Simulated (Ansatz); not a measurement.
Elastic constant C11 (GPa) of solids drawn from the class of elemental solids other than molecular ones, at two levels: PBE in Ansatz (PAW), and LDA (plane waves, PAW; Ansatz, a first-principles code).

```
solid           PBE   LDA  shift (%)
-------------  ----  ----  ---------
fcc Rh          412   502        +22
hcp Y          77.0  75.2       -2.3
double-hcp La  49.6  60.2        +21
bcc Cs         2.18  2.78        +28
fcc Pb         47.1  59.9        +27
fcc Au          157   216        +38
hcp Os          731   816      +11.6
hcp Ti          176   185       +5.1
hcp Mg         64.3  70.7      +10.0
hcp Zn          177   242        +37
```

The shifts run from -2.3 % to +38 %, with a median of +22 %.

Over all 10 rows LDA is the larger in 9.

Ansatz's runs of these crystals have no spin polarisation.

Spin–orbit coupling is left out, also for the solids with elements from indium on (double-hcp La, bcc Cs, fcc Pb, fcc Au, hcp Os); its size isn't shown.

Each level is taken at its own relaxed cell. Ansatz's density-functional and Hartree–Fock values are scalar-relativistic unless marked +SOC, with PAW data made under PBE.
